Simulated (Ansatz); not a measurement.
Two structures of C2H10Si, singlet, reached by relaxing down either side of one saddle point (PBE0-D4/def2-TZVP). Energies are electronic, without zero-point energy. Computed with Ansatz 0.2.0 (basis: def2-TZVPP and def2-QZVPP); correlated methods freeze the cores. Extrapolation: Hartree–Fock as exp(−7.88 √X), correlation as X^−2.97. First:

```xyz
13
angstrom
Si -1.0405 0.6673 0.6467
C -0.2430 -0.7117 -0.3441
C 0.2695 -0.2590 -1.7082
H -2.2088 1.2258 -0.0894
H -0.0689 1.7744 0.8707
H -1.5074 0.1768 1.9721
H 2.1259 -0.2373 2.6373
H 1.8653 0.4269 2.4172
H 0.5743 -1.1303 0.2525
H -0.9772 -1.5165 -0.4584
H -0.5386 0.1420 -2.3257
H 1.0237 0.5262 -1.6101
H 0.7255 -1.0846 -2.2605
```

Second:

```
13
angstrom
Si -0.9767 1.5981 1.6976
C 0.4559 -1.5259 -0.5365
C 0.7651 -0.4730 -1.5857
H -1.7471 0.7988 0.7123
H -1.2478 3.0420 1.4822
H -1.3867 1.2184 3.0730
H 0.9300 -1.2876 0.4188
H 0.4740 1.3367 1.5231
H 0.8138 -2.5116 -0.8435
H -0.6191 -1.6075 -0.3582
H 0.4068 0.5128 -1.2792
H 1.8401 -0.3900 -1.7628
H 0.2916 -0.7110 -2.5412
```

Question: Which bonds change from the first to the second?

Answer: C₂H₈Si (CC[SiH3]) + H₂ → C₂H₆ (CC) + SiH₄; bonds formed: Si1–H8, C2–H7; bonds broken: Si1–C2, H7–H8.

Question: Give the saddle point's structure and its height above each. (Judge from chemistry; the value comes from the calculation.)

Answer: The calculation gives: 304.6 kJ/mol above the first and 336.7 kJ/mol above the second (CCSD(T) at an estimated basis limit (MP2 extrapolated from triple and quadruple zeta, plus CCSD(T) − MP2 in triple zeta)).
```
13
angstrom
Si -0.6171 0.7823 1.0733
C 0.1458 -0.8556 -0.1472
C 0.4369 -0.2409 -1.5024
H -1.7577 0.7670 0.0670
H -0.0715 2.1527 0.8823
H -1.3011 0.4281 2.3433
H 0.6470 -0.2323 0.9557
H 0.8662 0.4209 1.8700
H 0.9215 -1.5880 0.1263
H -0.8067 -1.3892 -0.1003
H -0.3460 0.4654 -1.7895
H 1.3901 0.2938 -1.4959
H 0.4927 -1.0042 -2.2826
```

No T1 diagnostic of these runs exceeds 0.011. The end structure is not quite a true minimum (one mode of 47i cm⁻¹).

For scale, one of the runs: CCSD(T)/def2-TZVPP, 244 basis functions, launched by `ansatz run in.yaml --threads 4 --pin off --events-out ev --progress --plain --max-ram 9574MiB`. Time: 37 s of wall clock on 4 CPU threads of an Intel Xeon Platinum 8488C; the host was shared. Peak host memory: 4.8 GiB.
